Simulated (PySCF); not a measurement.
Species: C4H7F.
SMILES with atom numbers: `[F:1][CH:2]1[CH2:3][CH2:4][CH2:5]1`

Geometry (PBE0-D3(BJ)/def2-SVP, Å), atoms numbered from 1 in this order:
```
atom  x, y, z in Å
F1    -0.493    1.724   -1.339
C2    -0.300    0.974   -0.214
C3     1.046    0.266   -0.066
C4     0.272   -0.925    0.535
C5    -1.002   -0.382   -0.146
H6    -0.533    1.605    0.662
H7     1.438    0.023   -1.066
H8     1.838    0.750    0.525
H9     0.603   -1.937    0.266
H10    0.209   -0.861    1.631
H11   -1.111   -0.784   -1.165
H12   -1.967   -0.453    0.377
```

NICS is the negative of the GIAO shielding at a point without a nucleus: at the ring centre (0) and 1 Å above and below it (1); zz is the component along the ring normal. Level: GIAO PBE0/pcSseg-1 (PySCF, non-relativistic, gas phase) on the PBE0-D3(BJ)/def2-SVP geometry, one conformer.

Ring bond lengths (Å), with Mayer bond orders in brackets: C2–C3 1.528 (1.01), C3–C4 1.542 (1.01), C4–C5 1.542 (1.01), C5–C2 1.528 (1.01).

**Question.** What do the NICS probes read (ppm)?

**Answer.** 
```json
{"ring": "C2–C3–C4–C5", "type": "4-membered carbocycle; formal bonds all single", "NICS(0)": "-5.1", "NICS(1), two faces": "-1.9 / -4.0", "NICS(1)zz, two faces": "2.8 / -1.9", "rms pucker (Å)": "0.14", "centre to ring atoms, mean (Å)": "1.08"}
```

**Question.** What can be read from them?

**Answer.** 
- C2–C3–C4–C5: mean NICS(1)zz 0.4 ppm, near zero. C2, C3, C4, C5 have four or more neighbours, and the NICS criterion for π rings isn't applied. The two faces differ by 4.7 ppm, so no symmetry operation interchanges them.

**Question.** At the first NICS(1) probe listed for ring C2–C3–C4–C5, 1 Å off the ring, what do the in-plane components average?

**Answer.** The isotropic value is a third of the trace: (3 × -1.9 − (2.8))/2 = -4.2 ppm.

**Question.** List the ring angles and the Hirshfeld charges of the ring atoms.

**Answer.** 
- C2–C3–C4–C5: C2 89.4° (+0.062 e), C3 87.3° (-0.080 e), C4 88.4° (-0.067 e), C5 87.3° (-0.080 e); sum 352.3° against 360° for a flat convex ring.

**Question.** How shielded are the nuclei of the rings and their hydrogens (means over atoms taken as equivalent)?

**Answer.** 
| atoms | environment | σ isotropic (ppm) |
| --- | --- | --- |
| C2 | sp3 C–F carbon | 99.1 |
| C3 (×2) | four-membered-ring carbon | 151.1 |
| C4 | four-membered-ring carbon | 173.0 |
| H6 | methine hydrogen | 26.63 |
| H7 (×2) | methylene hydrogen | 29.24 |
| H8 (×2) | methylene hydrogen | 29.11 |
| H9 | methylene hydrogen | 29.69 |
| H10 | methylene hydrogen | 30.07 |

**Question.** How do the values depend on the level or the medium?

**Answer.** 
```csv
level,"NICS(0), C2–C3–C4–C5","mean NICS(1)zz, C2–C3–C4–C5"
"PBE0/pcSseg-1, gas",-5.1,0.4
"PBE0/pcSseg-2, gas",-5.2,0.4
```

The geometry is the same throughout.

Hardware: one thread of an x86-64 server, no GPU, shared host. Cost: 10 s wall. This is the whole shielding run at PBE0/pcSseg-1, SCF included.
